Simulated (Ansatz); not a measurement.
Base system: BN in the zinc blende structure (space group F-43m, No. 216; a = 3.624 Å).

Level of theory: PBE in Ansatz (plane waves to 420 eV, PAW, no SOC), earlier PAW set.

It is then changed as follows: full substitution N → P, then cell and atoms are relaxed.

Measured lattice parameter a: BN 3.593 Å (static lattice; corrected from measurement; as listed in Tamar Goldzak et al., The Journal of Chemical Physics (2022)); BP 4.525 Å (static lattice; corrected from measurement; as listed in Daniel Mejia-Rodriguez, S. B. Trickey, Phys. Rev. B (2018)).

**Question.** How well does PBE reproduce the measured shift?

**Answer.** With PBE the lattice parameter a moves by +0.924 Å (3.624 → 4.548) against +0.932 Å measured.

Stability against distortions was not tested.

Ansatz is a first-principles code.
